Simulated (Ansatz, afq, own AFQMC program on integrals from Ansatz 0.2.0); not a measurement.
CHB, singlet in 6-31G, levels against full CI

```xyz
3

B     0.0000    0.0854    2.3137
C     0.0000   -0.3711   -0.7262
H     0.0000    0.2858   -1.5874
```

Connectivity, by distances: B ··· CH.

Basis 6-31G. Noble-gas cores (and the filled d shells of Ga–Kr and In–Xe) are frozen. Integrals, coupled cluster, full CI and functionals: Ansatz 0.2.0; the random walks run on the same integrals in our own AFQMC program. The CISD trial takes its coefficients from CCSD amplitudes. Released means that phaseless walkers are propagated on without the constraint, phases kept. Uncertainties: one standard error, sampling alone.

Determinant: RHF, the one that the program's search chose, which needn't be the lowest solution. The geometry is a point of a scan.

Full CI on the same integrals is exact in this basis and with this determinant's frozen core.

Cautions: higher spins were not checked; restricted determinant unstable towards unrestricted (UHF 2.65 eV lower, ⟨S²⟩ 1.32); strong correlation (T1 0.087, weight of the determinant 0.64, largest double 0.44); the CCSDT(Q) amplitudes may be one of several solutions (largest double 0.72); the CCSDTQ amplitudes may be one of several solutions (largest double 0.73); the released energies are still falling, so no released level is given (meV from the phaseless value at times in 1/Eh: -5 ± 10 at 0.24, -25 ± 8 at 0.51, -53 ± 8 at 0.99, -80 ± 12 at 1.62, -108 ± 12 at 2.40); CCSDT(Q) on the UHF determinant differs (237 meV lower), perhaps since the unrestricted series falls towards higher spin.

* T1 diagnostic: 0.0869
* weight of the determinant in the CISD state: 0.644
* size of the correlated space: 8 electrons in 18 orbitals

| level | correlation energy (eV) |
| --- | --- |
| MP2 | -3.4853 |
| CCSD | -5.2657 |
| CCSD(T) | -5.5693 |

Task: Estimate where full CI lies against CCSD(T) on the same integrals.

Result: 0.16 kcal/mol above CCSD(T).

Reference: full CI, correlation energy -5.563 eV. The cautions show a poor starting determinant, so the rows tell how each method copes with it here, and full CI is the sure value.

```json
{"level": "CCSD(T)", "E − E(reference) (kcal/mol)": "-0.16", "share of correlation (%)": "100.12"}
{"level": "CCSDT", "E − E(reference) (kcal/mol)": "0.69", "share of correlation (%)": "99.46"}
{"level": "CCSDT(Q)", "E − E(reference) (kcal/mol)": "-0.38", "share of correlation (%)": "100.29"}
{"level": "CCSDTQ", "E − E(reference) (kcal/mol)": "0.03", "share of correlation (%)": "99.97"}
{"level": "ph-AFQMC/CISD", "E − E(reference) (kcal/mol)": "4.89 ± 0.20", "share of correlation (%)": "96.19"}
```

CCSDT and higher add their correlation energy to the determinant of the CCSD(T) run, since their own runs factorise the integrals more tightly (a shift of under 2 meV). A walk keeps the symmetry of its determinant, which the program's search chose and which needn't be the lowest solution, so a lower state of the same spin and another symmetry isn't excluded.
